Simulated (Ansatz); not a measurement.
Geometry optimisation, Ansatz 0.2.0, UKS r2SCAN-D4/6-31G*.

Input file:

```yaml
crystal:
  periodic: [false, false, false]
  atoms:
    - { symbol: C, position_ang: [-0.3125, 0.3882, -0.1553] }
    - { symbol: S, position_ang: [-0.0344, -0.8386, 1.0768] }
    - { symbol: S, position_ang: [1.6351, -1.7417, 0.3185] }
    - { symbol: H, position_ang: [-1.1812, 1.0029, 0.1183] }
    - { symbol: H, position_ang: [0.4764, 1.1286, -0.2564] }
    - { symbol: H, position_ang: [-0.5413, -0.0034, -1.148] }
magnetization:
  spin_polarized: true
  initial_magnetization: 1
basis:
  gaussian: { orbitals: "6-31G*" }
hamiltonian:
  xc: r2scan
  dispersion: d4
relax:
  f_tol: 0.015
  max_steps: 40
```

Command:

```bash
$ ansatz run input.yaml --threads 1 --pin off --max-ram 2048MiB --backend cpu --events-out ev --progress --plain --runs-dir out
```

Task: Where does it end, and by what steps?

Result: The forces met the threshold. After 5 steps the energy has fallen by 0.166 eV; C1 moved furthest, 0.08 Å.

```csv
step,energy less start (eV),largest force component (eV/Å),accepted
0,0.0000,1.663,yes
1,-0.1170,0.855,yes
2,-0.1510,0.596,yes
3,-0.1653,0.150,yes
4,-0.1660,0.046,yes
5,-0.1661,0.007,yes
```

```xyz
6
Properties=species:S:1:pos:R:3
C -0.344 0.453 -0.191
S 0.024 -0.851 1.037
S 1.633 -1.791 0.375
H -1.231 0.987 0.164
H 0.504 1.140 -0.266
H -0.544 -0.003 -1.165
```

Time of the run: 37 s on 1 thread of Arm Neoverse V1, on a shared host, peak memory 0.16 GiB.
